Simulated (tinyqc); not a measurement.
Worked calculation (part 1 of 3): UHF in the sto-3g basis, for H3O+, spin multiplicity 1. Computed by tinyqc, a small Python program that keeps every step (integrals from PySCF). Settings: charge = 1, multiplicity = 1, basis = sto-3g, energy threshold = 1e-08, iteration cap = 86, orthogonalisation = symmetric, start = Wolfsberg-Helmholz matrix, DIIS depth = 0, method = UHF, break = 0.2. Command: `OMP_NUM_THREADS=1 python tinyqc.py 28811 28812 out.jsonl` (the two numbers bound the seeds that draw the settings). One thread of a shared host (Intel(R) Xeon(R) Processor @ 2.60GHz), about 0.1 s of CPU time with the checks. Later iterations appear only in the table of the cycle.

## One-electron integrals

Geometry (angstrom):
```
atom          x          y         z
O      0.000000   0.000000  0.336000
H      1.039000   0.000000  0.000000
H     -0.519000   0.899000  0.000000
H     -0.519000  -0.899000  0.000000
```

Basis sto-3g: exponents (1/bohr^2) and contraction coefficients of normalised primitives:
```
element  l (shell)    exponent  coefficient
O            s (1)  130.709320     0.154329
O            s (1)   23.808861     0.535328
O            s (1)    6.443608     0.444635
O            s (2)    5.033151    -0.099967
O            s (2)    1.169596     0.399513
O            s (2)    0.380389     0.700115
O            p (3)    5.033151     0.155916
O            p (3)    1.169596     0.607684
O            p (3)    0.380389     0.391957
H            s (1)    3.425251     0.154329
H            s (1)    0.623914     0.535328
H            s (1)    0.168855     0.444635
```

Overlap, kinetic and nuclear-attraction integrals over the contracted functions; the nuclear repulsion is the sum of Za Zb / Rab.

nuclear repulsion = 12.51956648 hartree

overlap S, order 1O 1s, 1O 2s, 1O 2px, 1O 2py, 1O 2pz, 2H 1s, 3H 1s, 4H 1s:
```
[[1.000000, 0.236704, 0.000000, 0.000000, 0.000000, 0.039146, 0.039230, 0.039230],
 [0.236704, 1.000000, 0.000000, 0.000000, 0.000000, 0.390834, 0.391362, 0.391362],
 [0.000000, 0.000000, 1.000000, 0.000000, 0.000000, 0.327046, -0.163663, -0.163663],
 [0.000000, 0.000000, 0.000000, 1.000000, 0.000000, 0.000000, 0.283494, -0.283494],
 [0.000000, 0.000000, 0.000000, 0.000000, 1.000000, -0.105763, -0.105955, -0.105955],
 [0.039146, 0.390834, 0.327046, 0.000000, -0.105763, 1.000000, 0.164406, 0.164406],
 [0.039230, 0.391362, -0.163663, 0.283494, -0.105955, 0.164406, 1.000000, 0.164602],
 [0.039230, 0.391362, -0.163663, -0.283494, -0.105955, 0.164406, 0.164602, 1.000000]]
```

kinetic energy T (hartree), order 1O 1s, 1O 2s, 1O 2px, 1O 2py, 1O 2pz, 2H 1s, 3H 1s, 4H 1s:
```
[[29.003200, -0.168011, 0.000000, 0.000000, 0.000000, -0.008277, -0.008260, -0.008260],
 [-0.168011, 0.808128, 0.000000, 0.000000, 0.000000, 0.073254, 0.073564, 0.073564],
 [0.000000, 0.000000, 2.528731, 0.000000, 0.000000, 0.182184, -0.091338, -0.091338],
 [0.000000, 0.000000, 0.000000, 2.528731, 0.000000, 0.000000, 0.158213, -0.158213],
 [0.000000, 0.000000, 0.000000, 0.000000, 2.528731, -0.058916, -0.059132, -0.059132],
 [-0.008277, 0.073254, 0.182184, 0.000000, -0.058916, 0.760032, -0.006137, -0.006137],
 [-0.008260, 0.073564, -0.091338, 0.158213, -0.059132, -0.006137, 0.760032, -0.006115],
 [-0.008260, 0.073564, -0.091338, -0.158213, -0.059132, -0.006137, -0.006115, 0.760032]]
```

nuclear attraction V (hartree), order 1O 1s, 1O 2s, 1O 2px, 1O 2py, 1O 2pz, 2H 1s, 3H 1s, 4H 1s:
```
[[-62.073064, -7.527391, 0.000017, 0.000000, 0.011029, -1.274648, -1.277406, -1.277406],
 [-7.527391, -10.498529, 0.000184, 0.000000, 0.134569, -3.173641, -3.178764, -3.178764],
 [0.000017, 0.000184, -10.457601, 0.000000, -0.000073, -2.347135, 1.175018, 1.175018],
 [0.000000, 0.000000, 0.000000, -10.457765, 0.000000, 0.000000, -2.035279, 2.035279],
 [0.011029, 0.134569, -0.000073, 0.000000, -10.359245, 0.793686, 0.795379, 0.795379],
 [-1.274648, -3.173641, -2.347135, 0.000000, 0.793686, -5.608259, -1.037116, -1.037116],
 [-1.277406, -3.178764, 1.175018, -2.035279, 0.795379, -1.037116, -5.611209, -1.038584],
 [-1.277406, -3.178764, 1.175018, 2.035279, 0.795379, -1.037116, -1.038584, -5.611209]]
```

core Hamiltonian H = T + V (hartree), order 1O 1s, 1O 2s, 1O 2px, 1O 2py, 1O 2pz, 2H 1s, 3H 1s, 4H 1s:
```
[[-33.069864, -7.695402, 0.000017, 0.000000, 0.011029, -1.282925, -1.285666, -1.285666],
 [-7.695402, -9.690401, 0.000184, 0.000000, 0.134569, -3.100387, -3.105200, -3.105200],
 [0.000017, 0.000184, -7.928870, 0.000000, -0.000073, -2.164951, 1.083681, 1.083681],
 [0.000000, 0.000000, 0.000000, -7.929034, 0.000000, 0.000000, -1.877066, 1.877066],
 [0.011029, 0.134569, -0.000073, 0.000000, -7.830514, 0.734770, 0.736247, 0.736247],
 [-1.282925, -3.100387, -2.164951, 0.000000, 0.734770, -4.848227, -1.043253, -1.043253],
 [-1.285666, -3.105200, 1.083681, -1.877066, 0.736247, -1.043253, -4.851177, -1.044698],
 [-1.285666, -3.105200, 1.083681, 1.877066, 0.736247, -1.043253, -1.044698, -4.851177]]
```

## Two-electron integrals

Functions are numbered as in S; the eight-fold symmetry (ij|kl) = (ji|kl) = (kl|ij) leaves the list below.

Two-electron integrals (ij|kl) in chemists' order, unique and non-zero (hartree):
```
(11|11) 4.785065    (21|11) 0.741380    (21|21) 0.136873    (22|11) 1.118947
(22|21) 0.256633    (22|22) 0.817206    (31|31) 0.024477    (32|31) 0.037809
(32|32) 0.180518    (33|11) 1.115814    (33|21) 0.256684    (33|22) 0.817023
(33|33) 0.880159    (41|41) 0.024477    (42|41) 0.037809    (42|42) 0.180518
(43|43) 0.047444    (44|11) 1.115814    (44|21) 0.256684    (44|22) 0.817023
(44|33) 0.785270    (44|44) 0.880159    (51|51) 0.024477    (52|51) 0.037809
(52|52) 0.180518    (53|53) 0.047444    (54|54) 0.047444    (55|11) 1.115814
(55|21) 0.256684    (55|22) 0.817023    (55|33) 0.785270    (55|44) 0.785270
(55|55) 0.880159    (61|11) 0.124154    (61|21) 0.022742    (61|22) 0.042415
(61|31) 0.000995    (61|32) 0.001871    (61|33) 0.042563    (61|44) 0.042332
(61|51) -0.000322   (61|52) -0.000605   (61|53) -0.000075   (61|55) 0.042356
(61|61) 0.003827    (62|11) 0.317934    (62|21) 0.073903    (62|22) 0.262487
(62|31) 0.005289    (62|32) 0.041295    (62|33) 0.270118    (62|44) 0.257904
(62|51) -0.001710   (62|52) -0.013354   (62|53) -0.003950   (62|55) 0.259181
(62|61) 0.012536    (62|62) 0.106523    (63|11) 0.224296    (63|21) 0.052788
(63|22) 0.200166    (63|31) 0.010834    (63|32) 0.074212    (63|33) 0.216957
(63|44) 0.191194    (63|51) -0.001066   (63|52) -0.009581   (63|53) -0.005595
(63|55) 0.192118    (63|61) 0.009329    (63|62) 0.098707    (63|63) 0.105175
(64|41) 0.007537    (64|42) 0.044585    (64|43) 0.008462    (64|54) -0.002736
(64|64) 0.014768    (65|11) -0.072535   (65|21) -0.017071   (65|22) -0.064731
(65|31) -0.001066   (65|32) -0.009581   (65|33) -0.064688   (65|44) -0.061830
(65|51) 0.007882    (65|52) 0.047683    (65|53) 0.009386    (65|55) -0.067602
(65|61) -0.003017   (65|62) -0.031921   (65|63) -0.029236   (65|65) 0.024223
(66|11) 0.473846    (66|21) 0.111922    (66|22) 0.457241    (66|31) 0.009908
(66|32) 0.108129    (66|33) 0.487721    (66|44) 0.439176    (66|51) -0.003204
(66|52) -0.034967   (66|53) -0.015699   (66|55) 0.444253    (66|61) 0.019128
(66|62) 0.239070    (66|63) 0.252788    (66|65) -0.081748   (66|66) 0.774606
(71|11) 0.124422    (71|21) 0.022791    (71|22) 0.042506    (71|31) -0.000498
(71|32) -0.000937   (71|33) 0.042481    (71|41) 0.000863    (71|42) 0.001624
(71|43) -0.000101   (71|44) 0.042597    (71|51) -0.000323   (71|52) -0.000607
(71|53) 0.000038    (71|54) -0.000065   (71|55) 0.042447    (71|61) 0.003771
(71|62) 0.012131    (71|63) 0.008480    (71|64) 0.000321    (71|65) -0.002923
(71|66) 0.018329    (71|71) 0.003844    (72|11) 0.318452    (72|21) 0.074023
(72|22) 0.262892    (72|31) -0.002649   (72|32) -0.020673   (72|33) 0.261360
(72|41) 0.004588    (72|42) 0.035810    (72|43) -0.005295   (72|44) 0.267475
(72|51) -0.001715   (72|52) -0.013384   (72|53) 0.001979    (72|54) -0.003428
(72|55) 0.259584    (72|61) 0.012124    (72|62) 0.083847    (72|63) 0.059452
(72|64) 0.009187    (72|65) -0.024375   (72|66) 0.150928    (72|71) 0.012583
(72|72) 0.106829    (73|11) -0.112283   (73|21) -0.026426   (73|22) -0.100195
(73|31) 0.008376    (73|32) 0.052075    (73|33) -0.105283   (73|41) -0.001429
(73|42) -0.012842   (73|43) 0.009254    (73|44) -0.099021   (73|51) 0.000534
(73|52) 0.004800    (73|53) -0.003459   (73|54) 0.001240    (73|55) -0.096167
(73|61) -0.003958   (73|62) -0.021751   (73|63) -0.004740   (73|64) -0.001840
(73|65) 0.006172    (73|66) -0.029703   (73|71) -0.004680   (73|72) -0.049474
(73|73) 0.037462    (74|11) 0.194493    (74|21) 0.045774    (74|22) 0.173555
(74|31) -0.001429   (74|32) -0.012842   (74|33) 0.167691    (74|41) 0.010027
(74|42) 0.066905    (74|43) -0.007554   (74|44) 0.186200    (74|51) -0.000925
(74|52) -0.008314   (74|53) 0.001240    (74|54) -0.004891   (74|55) 0.166578
(74|61) 0.007498    (74|62) 0.056061    (74|63) 0.039461    (74|64) 0.016973
(74|65) -0.016020   (74|66) 0.102371    (74|71) 0.008107    (74|72) 0.085698
(74|73) -0.039229   (74|74) 0.082766    (75|11) -0.072692   (75|21) -0.017108
(75|22) -0.064866   (75|31) 0.000534    (75|32) 0.004800    (75|33) -0.062674
(75|41) -0.000925   (75|42) -0.008314   (75|43) 0.001240    (75|44) -0.064106
(75|51) 0.007897    (75|52) 0.047769    (75|53) -0.004700   (75|54) 0.008142
(75|55) -0.067744   (75|61) -0.002922   (75|62) -0.024385   (75|63) -0.016974
(75|64) -0.002664   (75|65) 0.018141    (75|66) -0.047768   (75|71) -0.003030
(75|72) -0.032030   (75|73) 0.014662    (75|74) -0.025397   (75|75) 0.024307
(76|11) 0.098474    (76|21) 0.023091    (76|22) 0.088769    (76|31) 0.000654
(76|32) 0.006049    (76|33) 0.088945    (76|41) 0.001132    (76|42) 0.010466
(76|43) 0.000331    (76|44) 0.089325    (76|51) -0.000846   (76|52) -0.007822
(76|53) -0.000878   (76|54) -0.001521   (76|55) 0.087939    (76|61) 0.003868
(76|62) 0.035183    (76|63) 0.030468    (76|64) 0.003592    (76|65) -0.011866
(76|66) 0.081202    (76|71) 0.003876    (76|72) 0.035228    (76|73) -0.012128
(76|74) 0.028206    (76|75) -0.011886   (76|76) 0.014434    (77|11) 0.474197
(77|21) 0.112004    (77|22) 0.457531    (77|31) -0.004959   (77|32) -0.054104
(77|33) 0.451593    (77|41) 0.008590    (77|42) 0.093718    (77|43) -0.021037
(77|44) 0.475887    (77|51) -0.003211   (77|52) -0.035027   (77|53) 0.007862
(77|54) -0.013619   (77|55) 0.444539    (77|61) 0.018303    (77|62) 0.150787
(77|63) 0.103456    (77|64) 0.025434    (77|65) -0.047710   (77|66) 0.292119
(77|71) 0.019184    (77|72) 0.239481    (77|73) -0.126557   (77|74) 0.219218
(77|75) -0.081933   (77|76) 0.081202    (77|77) 0.774606    (81|11) 0.124422
(81|21) 0.022791    (81|22) 0.042506    (81|31) -0.000498   (81|32) -0.000937
(81|33) 0.042481    (81|41) -0.000863   (81|42) -0.001624   (81|43) 0.000101
(81|44) 0.042597    (81|51) -0.000323   (81|52) -0.000607   (81|53) 0.000038
(81|54) 0.000065    (81|55) 0.042447    (81|61) 0.003771    (81|62) 0.012131
(81|63) 0.008480    (81|64) -0.000321   (81|65) -0.002923   (81|66) 0.018329
(81|71) 0.003779    (81|72) 0.012150    (81|73) -0.004524   (81|74) 0.007192
(81|75) -0.002929   (81|76) 0.003771    (81|77) 0.018342    (81|81) 0.003844
(82|11) 0.318452    (82|21) 0.074023    (82|22) 0.262892    (82|31) -0.002649
(82|32) -0.020673   (82|33) 0.261360    (82|41) -0.004588   (82|42) -0.035810
(82|43) 0.005295    (82|44) 0.267475    (82|51) -0.001715   (82|52) -0.013384
(82|53) 0.001979    (82|54) 0.003428    (82|55) 0.259584    (82|61) 0.012124
(82|62) 0.083847    (82|63) 0.059452    (82|64) -0.009187   (82|65) -0.024375
(82|66) 0.150928    (82|71) 0.012150    (82|72) 0.083975    (82|73) -0.037726
(82|74) 0.046943    (82|75) -0.024424   (82|76) 0.028376    (82|77) 0.151011
(82|81) 0.012583    (82|82) 0.106829    (83|11) -0.112283   (83|21) -0.026426
(83|22) -0.100195   (83|31) 0.008376    (83|32) 0.052075    (83|33) -0.105283
(83|41) 0.001429    (83|42) 0.012842    (83|43) -0.009254   (83|44) -0.099021
(83|51) 0.000534    (83|52) 0.004800    (83|53) -0.003459   (83|54) -0.001240
(83|55) -0.096167   (83|61) -0.003958   (83|62) -0.021751   (83|63) -0.004740
(83|64) 0.001840    (83|65) 0.006172    (83|66) -0.029703   (83|71) -0.004524
(83|72) -0.037726   (83|73) 0.027871    (83|74) -0.020672   (83|75) 0.010808
(83|76) -0.009566   (83|77) -0.073836   (83|81) -0.004680   (83|82) -0.049474
(83|83) 0.037462    (84|11) -0.194493   (84|21) -0.045774   (84|22) -0.173555
(84|31) 0.001429    (84|32) 0.012842    (84|33) -0.167691   (84|41) 0.010027
(84|42) 0.066905    (84|43) -0.007554   (84|44) -0.186200   (84|51) 0.000925
(84|52) 0.008314    (84|53) -0.001240   (84|54) -0.004891   (84|55) -0.166578
(84|61) -0.007498   (84|62) -0.056061   (84|63) -0.039461   (84|64) 0.016973
(84|65) 0.016020    (84|66) -0.102371   (84|71) -0.007192   (84|72) -0.046943
(84|73) 0.020672    (84|74) -0.015613   (84|75) 0.013383    (84|76) -0.016573
(84|77) -0.076949   (84|81) -0.008107   (84|82) -0.085698   (84|83) 0.039229
(84|84) 0.082766    (85|11) -0.072692   (85|21) -0.017108   (85|22) -0.064866
(85|31) 0.000534    (85|32) 0.004800    (85|33) -0.062674   (85|41) 0.000925
(85|42) 0.008314    (85|43) -0.001240   (85|44) -0.064106   (85|51) 0.007897
(85|52) 0.047769    (85|53) -0.004700   (85|54) -0.008142   (85|55) -0.067744
(85|61) -0.002922   (85|62) -0.024385   (85|63) -0.016974   (85|64) 0.002664
(85|65) 0.018141    (85|66) -0.047768   (85|71) -0.002929   (85|72) -0.024424
(85|73) 0.010808    (85|74) -0.013383   (85|75) 0.018174    (85|76) -0.009259
(85|77) -0.047801   (85|81) -0.003030   (85|82) -0.032030   (85|83) 0.014662
(85|84) 0.025397    (85|85) 0.024307    (86|11) 0.098474    (86|21) 0.023091
(86|22) 0.088769    (86|31) 0.000654    (86|32) 0.006049    (86|33) 0.088945
(86|41) -0.001132   (86|42) -0.010466   (86|43) -0.000331   (86|44) 0.089325
(86|51) -0.000846   (86|52) -0.007822   (86|53) -0.000878   (86|54) 0.001521
(86|55) 0.087939    (86|61) 0.003868    (86|62) 0.035183    (86|63) 0.030468
(86|64) -0.003592   (86|65) -0.011866   (86|66) 0.081202    (86|71) 0.003771
(86|72) 0.028376    (86|73) -0.009566   (86|74) 0.016573    (86|75) -0.009259
(86|76) 0.011720    (86|77) 0.052936    (86|81) 0.003876    (86|82) 0.035228
(86|83) -0.012128   (86|84) -0.028206   (86|85) -0.011886   (86|86) 0.014434
(87|11) 0.098616    (87|21) 0.023124    (87|22) 0.088891    (87|31) -0.001309
(87|32) -0.012103   (87|33) 0.089639    (87|44) 0.088876    (87|51) -0.000847
(87|52) -0.007835   (87|53) 0.001759    (87|55) 0.088061    (87|61) 0.003768
(87|62) 0.028372    (87|63) 0.019143    (87|65) -0.009255   (87|66) 0.052982
(87|71) 0.003882    (87|72) 0.035277    (87|73) -0.018386   (87|74) 0.024644
(87|75) -0.011903   (87|76) 0.011733    (87|77) 0.081316    (87|81) 0.003882
(87|82) 0.035277    (87|83) -0.018386   (87|84) -0.024644   (87|85) -0.011903
(87|86) 0.011733    (87|87) 0.014470    (88|11) 0.474197    (88|21) 0.112004
(88|22) 0.457531    (88|31) -0.004959   (88|32) -0.054104   (88|33) 0.451593
(88|41) -0.008590   (88|42) -0.093718   (88|43) 0.021037    (88|44) 0.475887
(88|51) -0.003211   (88|52) -0.035027   (88|53) 0.007862    (88|54) 0.013619
(88|55) 0.444539    (88|61) 0.018303    (88|62) 0.150787    (88|63) 0.103456
(88|64) -0.025434   (88|65) -0.047710   (88|66) 0.292119    (88|71) 0.018342
(88|72) 0.151011    (88|73) -0.073836   (88|74) 0.076949    (88|75) -0.047801
(88|76) 0.052936    (88|77) 0.292238    (88|81) 0.019184    (88|82) 0.239481
(88|83) -0.126557   (88|84) -0.219218   (88|85) -0.081933   (88|86) 0.081202
(88|87) 0.081316    (88|88) 0.774606
```

## Orthogonalisation

S = U s U^T; symmetric (Loewdin) form X = U s^(-1/2) U^T, so that X^T S X = 1.

eigenvalues of S: [0.409939, 0.508418, 0.508828, 0.937041, 1.054714, 1.326832, 1.326980, 1.927248]

X, order 1O 1s, 1O 2s, 1O 2px, 1O 2py, 1O 2pz, 2H 1s, 3H 1s, 4H 1s:
```
[[1.024406, -0.143288, 0.000013, 0.000000, 0.005427, 0.018140, 0.018163, 0.018163],
 [-0.143288, 1.221159, -0.000170, 0.000000, -0.052716, -0.214524, -0.214987, -0.214987],
 [0.000013, -0.000170, 1.081402, 0.000000, 0.000053, -0.213377, 0.106811, 0.106811],
 [0.000000, 0.000000, 0.000000, 1.081550, 0.000000, 0.000000, -0.185066, 0.185066],
 [0.005427, -0.052716, 0.000053, 0.000000, 1.013949, 0.056955, 0.057111, 0.057111],
 [0.018140, -0.214524, -0.213377, 0.000000, 0.056955, 1.135424, -0.053103, -0.053103],
 [0.018163, -0.214987, 0.106811, -0.185066, 0.057111, -0.053103, 1.135824, -0.053179],
 [0.018163, -0.214987, 0.106811, 0.185066, 0.057111, -0.053103, -0.053179, 1.135824]]
```

## Starting guess

The start is the generalised Wolfsberg-Helmholz matrix (K = 1.75) built on H, with HOMO and LUMO mixed by +/-0.2 rad for the two spins; D(s) = C_occ C_occ^T for each spin.

D(alpha) at the start, order 1O 1s, 1O 2s, 1O 2px, 1O 2py, 1O 2pz, 2H 1s, 3H 1s, 4H 1s:
```
[[1.026532, -0.110859, 0.008098, 0.000000, -0.029453, -0.068956, -0.052309, -0.052309],
 [-0.110859, 0.534419, -0.028963, 0.000000, 0.104972, 0.184649, 0.124935, 0.124935],
 [0.008098, -0.028963, 0.757611, 0.000000, -0.134823, 0.171280, -0.086345, -0.086345],
 [0.000000, 0.000000, 0.000000, 0.737498, 0.000000, 0.000000, 0.172228, -0.172228],
 [-0.029453, 0.104972, -0.134823, 0.000000, 0.938248, 0.159709, -0.116604, -0.116604],
 [-0.068956, 0.184649, 0.171280, 0.000000, 0.159709, 0.134780, -0.001774, -0.001774],
 [-0.052309, 0.124935, -0.086345, 0.172228, -0.116604, -0.001774, 0.105288, 0.024847],
 [-0.052309, 0.124935, -0.086345, -0.172228, -0.116604, -0.001774, 0.024847, 0.105288]]
```

D(beta) at the start, order 1O 1s, 1O 2s, 1O 2px, 1O 2py, 1O 2pz, 2H 1s, 3H 1s, 4H 1s:
```
[[1.026548, -0.110922, -0.008258, 0.000000, -0.029579, -0.046572, -0.063458, -0.063458],
 [-0.110922, 0.534669, 0.029585, 0.000000, 0.105524, 0.104527, 0.164846, 0.164846],
 [-0.008258, 0.029585, 0.757548, 0.000000, 0.134625, 0.172275, -0.085420, -0.085420],
 [0.000000, 0.000000, 0.000000, 0.737498, 0.000000, 0.000000, 0.172228, -0.172228],
 [-0.029579, 0.105524, 0.134625, 0.000000, 0.938045, -0.209041, 0.067067, 0.067067],
 [-0.046572, 0.104527, 0.172275, 0.000000, -0.209041, 0.132177, -0.002421, -0.002421],
 [-0.063458, 0.164846, -0.085420, 0.172228, 0.067067, -0.002421, 0.106578, 0.026137],
 [-0.063458, 0.164846, -0.085420, -0.172228, 0.067067, -0.002421, 0.026137, 0.106578]]
```
